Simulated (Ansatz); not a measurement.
Molecular dynamics, step by step

CH2NO2 (SMILES NC(=O)[O-]) (charge -1), closed shell, PBE-D4/6-31G (Ansatz 0.2.0). Settings (timestep in fs, temperature in K, friction in 1/fs; T counts 18 degrees of freedom, while the starting velocities carry no drift of the centre of mass, so T starts below the set value):

```yaml
hamiltonian: {xc: pbe, dispersion: d4}
md: {n_steps: 40, timestep: 0.25, temperature: 700, ensemble: nvt_langevin, seed: 257, friction: 0.01, initial_velocities: maxwell_boltzmann}
```

Start (the SMILES describes the start alone):

```
6
angstrom
N 0.7572 0.1272 0.2147
C -0.5745 0.0136 -0.4039
O -1.3357 0.9567 -0.1685
O -0.7408 -1.0006 -1.0880
H 1.1654 -0.7830 0.3866
H 0.7284 0.6861 1.0591
```

```tsv
step	time (fs)	potential energy less the start (meV)	kinetic energy (meV)	T (K)
0	0.00	0.0	452.4	583
2	0.50	20.1	380.4	491
4	1.00	64.2	353.8	456
6	1.50	103.7	299.7	386
8	2.00	104.1	316.1	408
10	2.50	46.6	392.5	506
12	3.00	-36.5	467.2	602
14	3.50	-105.8	524.3	676
16	4.00	-133.4	530.2	684
18	4.50	-117.8	545.2	703
20	5.00	-71.4	535.3	690
22	5.50	-9.9	463.2	597
24	6.00	43.9	422.5	545
26	6.50	80.6	421.4	543
28	7.00	92.1	380.9	491
30	7.50	82.4	399.7	515
32	8.00	56.6	440.3	568
34	8.50	27.7	462.1	596
36	9.00	12.6	473.8	611
38	9.50	24.2	424.9	548
40	10.00	76.8	381.8	492
```

Step 4, positions (Å) and forces (eV/Å):

```tsv
atom	x	y	z	Fx	Fy	Fz
N1	0.759	0.129	0.219	-0.978	2.555	-0.237
C2	-0.571	0.020	-0.406	2.241	-0.769	0.527
O3	-1.333	0.955	-0.168	-2.659	3.407	0.846
O4	-0.747	-1.011	-1.090	-0.218	-2.543	-1.670
H5	1.164	-0.729	0.356	1.575	-3.050	0.307
H6	0.734	0.691	1.063	0.039	0.399	0.228
```

Step 26, positions (Å) and forces (eV/Å):

```csv
atom,x,y,z,Fx,Fy,Fz
N1,0.761,0.158,0.230,1.931,-2.932,-0.538
C2,-0.521,0.036,-0.422,-1.235,-2.194,-0.568
O3,-1.339,0.979,-0.164,-0.449,1.138,0.122
O4,-0.784,-1.075,-1.115,1.208,1.466,0.812
H5,1.336,-0.811,0.217,-1.496,2.812,0.342
H6,0.792,0.758,1.063,0.041,-0.289,-0.169
```

Step 32, positions (Å) and forces (eV/Å):

```csv
atom,x,y,z,Fx,Fy,Fz
N1,0.768,0.161,0.232,1.571,-2.890,-1.083
C2,-0.505,0.033,-0.430,-2.397,-1.451,-0.316
O3,-1.344,0.991,-0.160,0.505,0.102,-0.206
O4,-0.795,-1.089,-1.121,1.531,1.958,1.110
H5,1.346,-0.772,0.201,-1.174,2.268,0.369
H6,0.826,0.772,1.039,-0.037,0.013,0.126
```

Last step (40):

N1  (0.781, 0.160, 0.232)
C2  (-0.490, 0.027, -0.444)
O3  (-1.349, 1.003, -0.157)
O4  (-0.807, -1.103, -1.124)
H5  (1.326, -0.656, 0.212)
H6  (0.865, 0.792, 1.013)
(Å)

Hardware: 2 CPU threads of an Arm Neoverse V2, shared host. Wall time about 20 s.
